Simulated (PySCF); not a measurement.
Excitation energies in several basis sets

C4H5F.
SMILES: `FCC1=CC1`

TDDFT with PBE0 (PySCF), vertical singlets, core orbitals frozen in the response, spherical d and f functions. One conformer (not necessarily the lowest) at the PBE0-D3(BJ)/def2-SVP geometry, without solvent, vibrations or thermal averaging.

| basis | functions | diffuse | S1 (eV) | S2 (eV) | S3 (eV) | S4 (eV) | S5 (eV) | LUMO (eV) | α (au) |
| --- | --- | --- | --- | --- | --- | --- | --- | --- | --- |
| 6-31G* | 80 | no | 6.81 | 7.00 | 8.00 | 8.25 | 8.94 | 0.61 | 39.5 |
| def2-SVP | 95 | no | 6.66 | 6.93 | 7.87 | 8.00 | 8.26 | 0.29 | 40.8 |
| 6-31+G* | 100 | yes | 6.39 | 6.58 | 6.73 | 6.85 | 6.94 | 0.07 | 44.7 |
| def2-SVPD | 143 | yes | 6.45 | 6.77 | 6.87 | 7.18 | 7.46 | 0.07 | 47.4 |
| aug-cc-pVDZ | 160 | yes | 6.08 | 6.26 | 6.53 | 6.60 | 6.79 | -0.01 | 48.7 |
| def2-TZVP | 185 | no | 6.43 | 6.83 | 7.32 | 7.54 | 7.85 | 0.13 | 46.1 |
| def2-TZVPD | 233 | yes | 6.35 | 6.39 | 6.78 | 6.83 | 7.02 | 0.05 | 48.7 |

How much do these states and the polarisability depend on the basis?

States are compared by their number. Against the largest diffuse basis here (def2-TZVPD, itself not a converged limit), sets without diffuse functions differ by up to 0.46 eV in S1 and 1.92 eV in S5; the smaller diffuse sets differ by up to 0.27 and 0.44 eV. State by state, the largest deviation of a set without diffuse functions is S1 0.46, S2 0.61, S3 1.22, S4 1.42, S5 1.92 eV. The same number needn't mean the same state in each row. Against def2-TZVPD the polarisability deviates by -19% in 6-31G*, -16% in def2-SVP, -8% in 6-31+G*, -3% in def2-SVPD, 0% in aug-cc-pVDZ, -5% in def2-TZVP. A single + in a Pople set puts diffuse functions on heavy atoms only.
